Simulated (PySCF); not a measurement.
**Exact simulation of a proton spin system**

Molecule: `C=CCN=C`, C4H7N.

Molfile (atoms numbered from 1):
```
C4H7N
     RDKit          3D

 12 11  0  0  0  0  0  0  0  0999 V2000
   -2.1548    0.4195   -0.0908 C   0  0  0  0  0  0  0  0  0  0  0  0
   -1.2024   -0.5079   -0.0045 C   0  0  0  0  0  0  0  0  0  0  0  0
    0.1706   -0.3765   -0.5914 C   0  0  0  0  0  0  0  0  0  0  0  0
    1.1777   -0.7373    0.3773 N   0  0  0  0  0  0  0  0  0  0  0  0
    2.0699    0.1087    0.6576 C   0  0  0  0  0  0  0  0  0  0  0  0
   -1.9822    1.3729   -0.6010 H   0  0  0  0  0  0  0  0  0  0  0  0
   -3.1458    0.2604    0.3419 H   0  0  0  0  0  0  0  0  0  0  0  0
   -1.3940   -1.4493    0.5234 H   0  0  0  0  0  0  0  0  0  0  0  0
    0.2584   -1.0945   -1.4287 H   0  0  0  0  0  0  0  0  0  0  0  0
    0.3138    0.6402   -1.0135 H   0  0  0  0  0  0  0  0  0  0  0  0
    2.8422   -0.1422    1.3993 H   0  0  0  0  0  0  0  0  0  0  0  0
    2.1265    1.1153    0.1940 H   0  0  0  0  0  0  0  0  0  0  0  0
  1  2  2  0
  2  3  1  0
  3  4  1  0
  4  5  2  0
  1  6  1  0
  1  7  1  0
  2  8  1  0
  3  9  1  0
  3 10  1  0
  5 11  1  0
  5 12  1  0
M  END
```

- spin–spin couplings from B3LYP/pcJ-1 (spin–dipole term only in couplings to heteroatoms)
- geometry: PBE0-D3(BJ)/def2-SVP
- WP04/pcSseg-2 with gauge-including orbitals
- run in PySCF 2.14
- isolated molecule, fast rotation and ring inversion assumed for equivalent nuclei, one conformer, non-relativistic Hamiltonian

δ = σ(ref) − σ, references computed at the same level: ¹H (31.61 ppm) vs TMS.

Shifts (ppm): H6 5.05, H7 4.97, H8 6.28, H9/H10 4.03, H11 7.00, H12 7.36.
Couplings (Hz): H6–H7: 1.9; H6–H8: 18.5; H6–H9, H6–H10: -2.2; H7–H8: 11.5; H7–H9, H7–H10: -2.2; H7–H11: -0.2; H7–H12: -0.2; H8–H9, H8–H10: 7.5; H9–H10: -14.1; H9–H11, H10–H11: -2.6; H9–H12, H10–H12: -1.8; H11–H12: 19.0.

The 7-spin Hamiltonian (Zeeman plus full scalar coupling among like nuclei) was diagonalised exactly; lines are Lorentzian, 0.5 Hz wide, and the maxima above 3 % are listed with the tallest set to 100.

Q: Give the ¹H peak list of this spin system at 100 MHz.

A: 
```
   Hz    ppm  height
749.7  7.497      18
747.9  7.479      36
746.0  7.460      19
730.7  7.307      52
728.9  7.288     100
727.0  7.270      52
709.7  7.097      50
707.2  7.072      99
704.6  7.046      51
690.7  6.907      18
688.2  6.882      36
685.6  6.856      19
651.5  6.515      14
644.0  6.440      26
640.1  6.401      17
636.6  6.366      16
632.8  6.328      42
625.4  6.253      46
621.6  6.216      23
618.0  6.180      22
614.1  6.141      37
606.7  6.067      26
516.9  5.168      18
514.8  5.147      57
512.7  5.127      69
510.6  5.106      29
505.5  5.055      22
503.4  5.034      54
501.2  5.013      47
499.2  4.992      16
498.4  4.984      15
496.2  4.963      42
494.2  4.942      68
492.1  4.921      67
489.9  4.899      39
487.8  4.878      13
411.0  4.110      23
408.9  4.088      56
406.6  4.066      67
404.4  4.044      55
403.7  4.037      27
402.2  4.022      28
401.4  4.014      55
399.2  3.992      63
397.0  3.970      49
394.8  3.948      19
```

Q: And at 800 MHz?

A: 
```
    Hz    ppm  height
5899.6  7.375      45
5897.8  7.372      88
5896.0  7.370      45
5880.6  7.351      51
5878.8  7.349     100
5877.0  7.346      51
5611.8  7.015      50
5609.2  7.012      99
5606.6  7.008      50
5592.8  6.991      44
5590.2  6.988      87
5587.6  6.985      44
5046.7  6.308      26
5039.2  6.299      52
5035.2  6.294      27
5031.7  6.290      27
5028.1  6.285      38
5027.7  6.285      58
5020.6  6.276      59
5020.2  6.275      39
5016.7  6.271      28
5013.2  6.266      28
5009.2  6.261      55
5001.7  6.252      28
4052.4  5.065      28
4050.2  5.063      67
4048.2  5.060      70
4046.1  5.058      30
4033.8  5.042      27
4031.7  5.040      64
4029.7  5.037      67
4027.5  5.034      28
3984.9  4.981      24
3982.7  4.978      60
3980.7  4.976      59
3978.6  4.973      23
3973.4  4.967      23
3971.2  4.964      59
3969.2  4.962      57
3967.1  4.959      22
3232.2  4.040      29
3230.0  4.037      72
3228.1  4.035      79
3227.8  4.035      88
3227.4  4.034      79
3225.6  4.032      74
3224.7  4.031      41
3223.3  4.029      41
3222.5  4.028      74
3220.6  4.026      79
3220.2  4.025      87
3219.9  4.025      79
3218.1  4.023      71
3215.9  4.020      29
```

Q: Among coupled protons with different shifts, which pair is furthest from first order, and how does the field change that?

A: H11 and H12: Δν/J is about 1.9 at 100 MHz (strongly coupled) and 15.2 at 800 MHz (close to first order). J in Hz doesn't depend on the field, while Δν in Hz grows in proportion to it.

Unscaled 3J(H,H) at this level run about 10 % above measured values. Couplings across =CH–CH2 type bonds come from one rotamer and its mirror image, and can be 1–2 Hz further off.
